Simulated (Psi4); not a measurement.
# C2H2F4 (norflurane) at wB97X/cc-pVDZ

Aim: the vertical ionisation energy of C2H2F4 (norflurane) at wB97X/cc-pVDZ, from 2 runs. 

Program for the calculation: Psi4 1.11.

2 further runs of the same task are left out: 2 set aside as unsound or not needed.

## (1) Starting point

The species is C2H2F4 (8 atoms), meant as a singlet with charge 0. SMILES: `FCC(F)(F)F`. Geometry: relaxed at PBE0-D4/def2-TZVP.

Bond lengths: F1–C2 1.364 Å, C2–C3 1.514 Å, C3–F4 1.332 Å, C3–F5 1.339 Å, C3–F6 1.332 Å, C2–H7 1.092 Å, C2–H8 1.092 Å. Some angles: F1–C2–C3 109.8°, C2–C3–F4 111.9°, C2–C3–F5 108.9°, C2–C3–F6 111.9°, F4–C3–F5 108.1°, F4–C3–F6 107.9°, F5–C3–F6 108.1°, F1–C2–H7 109.7°, F1–C2–H8 109.7°, C3–C2–H7 108.6°.

## (2) A single-point energy at wB97X/cc-pVDZ

calc.in reads:

```
memory 1.6 GB

molecule mol {
  F     -0.224600    -1.506500     0.915200
  C     -0.211200    -0.737800    -0.211700
  C      0.211200     0.674300     0.135500
  F      1.434400     0.711300     0.662400
  F      0.217100     1.411800    -0.982100
  F     -0.624600     1.243600     1.002900
  H      0.502000    -1.148600    -0.930100
  H     -1.212300    -0.705100    -0.647900
  symmetry c1
  no_reorient
  no_com
}

set basis cc-pVDZ
set reference rks
set puream true
set e_convergence 1e-09
set d_convergence 1e-08
set scf_type pk
set dft_radial_points 99
set dft_spherical_points 590

e_tot, wfn = energy("wb97x", return_wfn=True)
oeprop(wfn, "LOWDIN_CHARGES", "QUADRUPOLE", "MULLIKEN_CHARGES")
print_variables()
```

The run is started by

```bash
$ psi4 -i calc.in -o calc.out -n 1
```

calc.out (excerpt; [...] marks lines left out):

```text
[...]
  Running in c1 symmetry.
[...]
  Nuclear repulsion =  273.039960987056872
[...]
  Multiplicity = 1
[...]
  Nalpha       = 25
  Nbeta        = 25
[...]
    Number of basis functions: 94
[...]
   @RKS iter   1:  -476.59964990796004   -3.70488e-01   5.73469e-03 ADIIS/DIIS
[...]
   @RKS iter  12:  -476.70491615819452   -1.36424e-12   2.94565e-09 DIIS
[...]
    Orbital Energies [Eh]
    ---------------------
    Doubly Occupied:
       1A    -24.797979     2A    -24.794864     3A    -24.794836
       4A    -24.764459     5A    -10.519581     6A    -10.375890
       7A     -1.454958     8A     -1.362215     9A     -1.359611
      10A     -1.347331    11A     -0.917855    12A     -0.800324
      13A     -0.719396    14A     -0.718653    15A     -0.696319
      16A     -0.628325    17A     -0.627075    18A     -0.583074
      19A     -0.582194    20A     -0.554749    21A     -0.541031
      22A     -0.540167    23A     -0.521609    24A     -0.474936
      25A     -0.463413
[...]
  @RKS Final Energy:  -476.70491615819452
   => Energetics <=
    Nuclear Repulsion Energy =            273.0399609870568725
    One-Electron Energy =               -1203.7277305650704875
    Two-Electron Energy =                 492.5425171382228768
    DFT Exchange-Correlation Energy =     -38.5596637184038400
    Empirical Dispersion Energy =           0.0000000000000000
    VV10 Nonlocal Energy =                  0.0000000000000000
    Total Energy =                       -476.7049161581945214
[...]
 Multipole Moments:
 ------------------------------------------------------------------------------------
     Multipole            Electronic (a.u.)      Nuclear  (a.u.)        Total (a.u.)
 ------------------------------------------------------------------------------------
 L = 1.  Multiply by 2.5417464519 to convert [e a0] to [Debye]
 Dipole X            :        -12.4921304           12.3028730           -0.1892575
 Dipole Y            :        -27.7339588           27.4144459           -0.3195129
 Dipole Z            :        -23.9858630           23.3388735           -0.6469895
 Magnitude           :                                                    0.7459908
 L = 2.  Multiply by 1.3450342976 to convert [e a0^2] to [Debye ang]
 Quadrupole XX       :       -113.0361485           89.8615447          -23.1746039
 Quadrupole XY       :        -36.1528164           35.9363011           -0.2165153
[...]
  Mulliken Charges: (a.u.)
   Center  Symbol    Alpha    Beta     Spin     Total
       1     F     4.60780  4.60780  0.00000 -0.21559
       2     C     2.90615  2.90615  0.00000  0.18769
       3     C     2.80691  2.80691  0.00000  0.38618
       4     F     4.57507  4.57507  0.00000 -0.15014
       5     F     4.58114  4.58114  0.00000 -0.16228
       6     F     4.57503  4.57503  0.00000 -0.15006
       7     H     0.47394  0.47394  0.00000  0.05211
       8     H     0.47395  0.47395  0.00000  0.05210
   Total alpha = 25.00000, Total beta = 25.00000, Total charge =  0.00000
[...]
```

It took 24 s on 1 thread of Intel Xeon Platinum 8488C (Sapphire Rapids), shared host; peak memory 0.98 GiB.

## (3) The doublet cation, same level

job.dat reads:

```
memory 1600 MB

molecule molecule1 {
  1 2
  F
  C 1 1.364178
  C 2 1.514264 1 109.80418
  F 3 1.33237 2 111.87985 1 60.62484
  F 3 1.339019 4 108.10307 2 -119.86914
  F 3 1.332309 4 107.85441 5 -116.66945
  H 2 1.092479 1 109.73899 3 119.32752
  H 2 1.092493 7 110.29873 1 -121.01402
  symmetry c1
  no_reorient
  no_com
}

set {
  basis                cc-pVDZ
  reference            uks
  puream               true
  e_convergence        1e-09
  d_convergence        1e-08
  scf_type             pk
  dft_radial_points    99
  dft_spherical_points 590
  maxiter              200
}

e_tot, wfn = energy('wb97x', return_wfn=True)
oeprop(wfn, 'LOWDIN_CHARGES', 'QUADRUPOLE', 'DIPOLE')
print_variables()
```

The run is started by

```bash
$ psi4 job.dat job.out -n 1
```

job.out (excerpt; [...] marks lines left out):

```text
[...]
  Running in c1 symmetry.
[...]
  Nuclear repulsion =  273.039974857593165
[...]
  Multiplicity = 2
[...]
  Nalpha       = 25
  Nbeta        = 24
[...]
    Number of basis functions: 94
[...]
   @UKS iter   1:  -476.10919121358120    1.19971e-01   5.71446e-03 ADIIS/DIIS
[...]
   @UKS iter  17:  -476.22528082813375   -1.24487e-11   9.46770e-09 DIIS
[...]
   @S^2 Observed:                7.539245409E-01
[...]
  @UKS Final Energy:  -476.22528082813375
   => Energetics <=
    Nuclear Repulsion Energy =            273.0399748575931653
    One-Electron Energy =               -1189.4620569427627288
    Two-Electron Energy =                 478.4656269748643354
    DFT Exchange-Correlation Energy =     -38.2688257178285127
    Empirical Dispersion Energy =           0.0000000000000000
    VV10 Nonlocal Energy =                  0.0000000000000000
    Total Energy =                       -476.2252808281337479
[...]
 Multipole Moments:
 ------------------------------------------------------------------------------------
     Multipole            Electronic (a.u.)      Nuclear  (a.u.)        Total (a.u.)
 ------------------------------------------------------------------------------------
 L = 1.  Multiply by 2.5417464519 to convert [e a0] to [Debye]
 Dipole X            :          0.0000264           -0.0001862           -0.0001598
 Dipole Y            :         -2.3305890            3.9466939            1.6161048
 Dipole Z            :         -0.3367635            0.4029255            0.0661620
 Magnitude           :                                                    1.6174586
 L = 2.  Multiply by 1.3450342976 to convert [e a0^2] to [Debye ang]
 Quadrupole XX       :       -100.3873914           80.2847273          -20.1026642
 Quadrupole XY       :          0.0016503           -0.0022884           -0.0006380
[...]
```

Wall time 40 s (1 thread of Intel Xeon Platinum 8488C (Sapphire Rapids), shared host); peak memory 0.98 GiB.

## (4) What came out

Level: wB97X/cc-pVDZ.

```
                                          quantity          value
                      singlet C2H2F4: total energy  -476.70492 Eh
                     singlet C2H2F4: dipole moment         1.90 D
                       singlet C2H2F4: HOMO energy      -12.61 eV
                       singlet C2H2F4: LUMO energy        4.26 eV
                     singlet C2H2F4: HOMO–LUMO gap       16.87 eV
                      doublet cation: total energy  -476.22528 Eh
doublet cation: HOMO energy (highest over α and β)      -20.85 eV
 doublet cation: LUMO energy (lowest over α and β)      -13.48 eV
                              doublet cation: ⟨S²⟩          0.754
vertical ionisation energy (to the doublet cation)      13.052 eV
```

**Reading.** The vertical ionisation energy comes to 13.05 eV (1259 kJ/mol). −ε(HOMO) before ionisation, 12.61 eV, is 0.44 eV below this ionisation energy. Mulliken charges (singlet C2H2F4) run from -0.22 on F1 to +0.39 on C3; they depend strongly on the basis.
